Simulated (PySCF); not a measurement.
## Where does 2-butanone take a proton?

Molecule: 2-butanone, `CCC(C)=O` (C4H8O). Atom numbers as in the mapped SMILES `[CH3:1][CH2:2][C:3]([CH3:4])=[O:5]`.

Energies: PBE0-D3(BJ)/def2-TZVP (PySCF, density fitting, integration grid level 2) on PBE0-D3(BJ)/def2-SVP structures. Zero-point and thermal terms (298.15 K, 1 bar) come from unscaled GFN2-xTB harmonic frequencies, with soft modes damped to free rotors in the entropy. These were taken at the GFN2-xTB minima.

| site | product | PA / kJ/mol | GB / kJ/mol |
| --- | --- | --- | --- |
| O5 (carbonyl oxygen) | `CCC(C)=[OH+]` | 851 | 818 |

PA is −ΔH and GB is −ΔG of B + H⁺ → BH⁺ in the gas phase. Sites whose products fell apart, merged with another or lost in a GFN2-xTB screen aren't listed.

In acetonitrile the product from O5 is solvated 226 kJ/mol more strongly than the parent (electrostatics only).

Measured values (NIST Chemistry WebBook, evaluated or the median of agreeing entries): proton affinity (−ΔH) 827 kJ/mol (computed 851, difference 24); gas-phase basicity (−ΔG) 796 kJ/mol (computed 818, difference 23).

Structures, frequencies and single points took 80 s of wall time on 1 thread of Arm Neoverse V1 (shared host), launched as `OMP_NUM_THREADS=1 python redox_run.py task.json out`.

Differences come from unrounded values, so a last digit can differ from that of the printed terms.
